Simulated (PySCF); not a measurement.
## Structure from 2D NMR

Compound of formula C₃H₆FN. Correlations simulated from computed shifts and the bond graph:

HSQC (one-bond C–H):
```
  δH     δC
7.64  170.7
4.88   83.4
2.60   49.0
```

COSY cross peaks (H two or three bonds apart, from the bond graph; peaks can be absent where the dihedral angle is near 90°):
```
  δH    δH
7.64  2.60
4.88  2.60
```

HMBC (two and three bonds, from the bond graph):
```
  δH           δC
7.64   83.4, 49.0
4.88  170.7, 49.0
2.60  170.7, 83.4
```

A single conformation, rapidly exchanging positions averaged, no solvent model, non-relativistic. Geometry from GFN2-xTB; σ from GIAO-PBE0/pcSseg-1; PySCF.

Chemical shifts δ = σref − σ; TMS for ¹H (σ = 31.72 ppm) and ¹³C (σ = 186.93 ppm), all at this level.

Exchangeable hydrogens are left out of these lists.

Which molecule is this?

Results:

SMILES [H]/N=C\CCF.

Numbering as in the mapped SMILES `[H]/[N:1]=[CH:2]\[CH2:3][CH2:4][F:5]`; H(Xn) means a hydrogen on atom n.

- δC 170.7 is C2, a C=N carbon (δH 7.64).
- δC 83.4 is C4, an sp3 CH2 bonded to F (δH 4.88).
- δC 49.0 is C3, an sp3 CH2 (δH 2.60).
- COSY links 7.64–2.60, 4.88–2.60.

OH and NH positions are those of a molecule without intermolecular hydrogen bonds; in solution they move with solvent, concentration and temperature, and exchange usually removes their couplings. Shifts are as computed. Against solution values, carbons near 30 ppm lie about +3 ppm off and those near 130 ppm about +5 ppm. Of 1309 compounds with measured shifts, 239 miss one by over three times the rms of a fit or turn the order of signals round; such compounds aren't used in these exercises.
